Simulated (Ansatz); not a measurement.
# C₂H₂Cl₂O: one species, many methods

The task here is to estimate one member of a computed series from the others.

The runs use Ansatz 0.2.0, Gaussian basis; functionals in def2-TZVPP, the program's frozen cores in correlated methods.

The runs, in order: LDA (SPW92), PBE-D4, revPBE-D4, BLYP-D4, r2SCAN-D4, B97M-V, PBE0-D4, B3LYP-D4, r2SCANh-D4, r2SCAN0-D4, HSE06-D4, BHLYP-D4, CAM-B3LYP-D4, LC-ωPBE, ωB97X-V, ωB97M-V, B2PLYP, PBE-QIDH; CCSD(T)/def2-SVP; CCSD(T)/def2-TZVPP; MP2/def2-QZVPP; extrapolation to the limit; RPA on PBE.

**Structure used throughout**

All runs share one geometry, relaxed beforehand with PBE0-D4 in a triple-zeta def2 set.

SMILES `OC=C(Cl)Cl`, 7 atoms, charge 0, spin multiplicity 1.

Atoms are counted from 1 here; the program's logs count them from 0.

Bond lengths: O1–C2 1.339 Å, O1–H6 0.967 Å, C2–C3 1.332 Å, C2–H7 1.082 Å, C3–Cl4 1.722 Å, C3–Cl5 1.708 Å. Angles: C2–O1–H6 108.8°, O1–C2–C3 125.6°, O1–C2–H7 113.8°, C3–C2–H7 120.6°, C2–C3–Cl4 120.4°, C2–C3–Cl5 122.7°, Cl4–C3–Cl5 116.8°.

Set-up of the first run:

in.yaml

```yaml
crystal:
  periodic: [false, false, false]
  atoms:
    - {symbol: O, position_ang: [-0.633988, -0.476333, 1.377813]}
    - {symbol: C, position_ang: [0.309165, -0.429423, 0.428477]}
    - {symbol: C, position_ang: [0.239241, 0.273852, -0.700112]}
    - {symbol: Cl, position_ang: [-1.148737, 1.232367, -1.046017]}
    - {symbol: Cl, position_ang: [1.490135, 0.279609, -1.863503]}
    - {symbol: H, position_ang: [-1.374748, 0.084606, 1.109328]}
    - {symbol: H, position_ang: [1.180332, -1.032576, 0.648314]}
basis:
  gaussian: {orbitals: def2-TZVPP}
hamiltonian: {xc: lda}
output: {orbitals: {seedname: orbitals}}
```

Run with:

```
> ansatz run in.yaml --threads 2 --pin off --events-out ev --progress --plain --max-ram 4352MiB
```

Among the steps run: LDA; PBE-D4 (GGA); revPBE-D4 (GGA); BLYP-D4 (GGA); r2SCAN-D4 (meta-GGA); B97M-V (meta-GGA); PBE0-D4 (hybrid); B3LYP-D4 (hybrid); r2SCANh-D4 (hybrid); r2SCAN0-D4 (hybrid); HSE06-D4 (hybrid); BHLYP-D4 (hybrid); CAM-B3LYP-D4 (range-separated); LC-ωPBE (range-separated); ωB97X-V (range-separated); ωB97M-V (range-separated); B2PLYP (double hybrid); PBE-QIDH (double hybrid).

One of the session's tables, all rows but one given; the rest of the session is left out.

It belongs to the step «Orbital energies across the functionals». 

| functional | HOMO (eV) | gap (eV) |
| --- | --- | --- |
| LDA (SPW92) | -5.73 | 4.58 |
| PBE-D4 | -5.54 | 4.65 |
| revPBE-D4 | -5.47 | 4.67 |
| BLYP-D4 | -5.40 | 4.63 |
| r2SCAN-D4 | ? | ? |
| B97M-V | -5.81 | 5.21 |
| PBE0-D4 | -6.76 | 6.82 |
| B3LYP-D4 | -6.55 | 6.37 |
| r2SCANh-D4 | -6.23 | 5.86 |
| r2SCAN0-D4 | -6.91 | 7.08 |
| HSE06-D4 | -6.36 | 6.04 |
| BHLYP-D4 | -7.85 | 9.00 |
| CAM-B3LYP-D4 | -8.08 | 9.27 |
| LC-ωPBE | -9.41 | 11.74 |
| ωB97X-V | -9.04 | 11.33 |
| ωB97M-V | -8.92 | 11.13 |

Q: Estimate the row for r2SCAN-D4 from the others.

Worked estimate for «HOMO (eV)». Against the share of exact exchange, r2SCANh-D4 (0.1, -6.23), r2SCAN0-D4 (0.25, -6.91) give a slope of -4.53 per unit share; at 0 the line stands at -5.78.

**Answer.** HOMO (eV): -5.77; gap (eV): 5.05. In «HOMO (eV)» the line misses by -0.01.
